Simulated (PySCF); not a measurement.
Species: C3H5F3.
Numbering: `[CH3:1][CH2:2][C:3]([F:4])([F:5])[F:6]` (hydrogens: H7, H8, H9 on C1; H10, H11 on C2)

Computed with TDDFT CAM-B3LYP/def2-SVPD, vertical, gas phase, core orbitals frozen in the response in PySCF. Geometry: GFN2-xTB; no solvent, vibrations or thermal averaging. Torsions of this conformer, `[CH3:1][CH2:2][C:3]([F:4])([F:5])[F:6]`: C1–C2–C3–F4 -60°.

Each state is given a Gaussian of 0.25 eV full width at half maximum, with ε(max) = 2.175×10⁸ f / Δν̃ (Δν̃ the width in cm⁻¹). The width is an assumption, not a result. The curve ends short of the highest state used, and states not computed would add to its high-energy end.

E (eV), ε (L mol⁻¹ cm⁻¹) and a bar:
```
     9.57          0 
     9.63          3 
     9.68         10 
     9.74         44 
     9.79        116 
     9.85        287 
     9.90        491 #
     9.96        714 #
    10.01        779 #
    10.06        690 #
    10.12        451 #
    10.17        250 
    10.23         94 
    10.28         38 
    10.34         35 
    10.39         78 
    10.45        187 
    10.50        319 #
    10.56        527 #
    10.61        907 #
    10.67       2349 ####
    10.72       5382 #########
    10.78      11966 ###################
    10.83      18614 ##############################
```

Task: Locate the maxima and give the states behind the curve.

Result: 124 nm (10.01 eV), ε about 780, made up of S1 (16%) and S2 (84%) (ε in L mol⁻¹ cm⁻¹; maxima over ε = 5, shares over 10%). At its high-energy end, 10.83 eV, the curve is still rising (ε about 19000, from S4 and S5). The states used: S1 9.95 eV (f 0.0014); S2 10.02 eV (f 0.0061); S3 10.59 eV (f 0.0039); S4 10.90 eV (f 0.112); S5 10.91 eV (f 0.111); S6 11.30 eV (f 0.068); S7 11.39 eV (f 0.033); S8 11.43 eV (f 0.159).

Task: What would ε be at 10.01 eV, the highest of these maxima, with half the width (0.125 eV)?

Result: About 1450 L mol⁻¹ cm⁻¹ against 780, a factor of about 1.9; a lone state at its own centre would give exactly 2.

Task: Coming from long wavelengths, where does ε first pass 100 L mol⁻¹ cm⁻¹?

Result: At about 127 nm (9.78 eV), 0.16 eV below S1.

Time: 33 s of wall time. Hardware: an Arm Neoverse V1 with one thread, shared host.
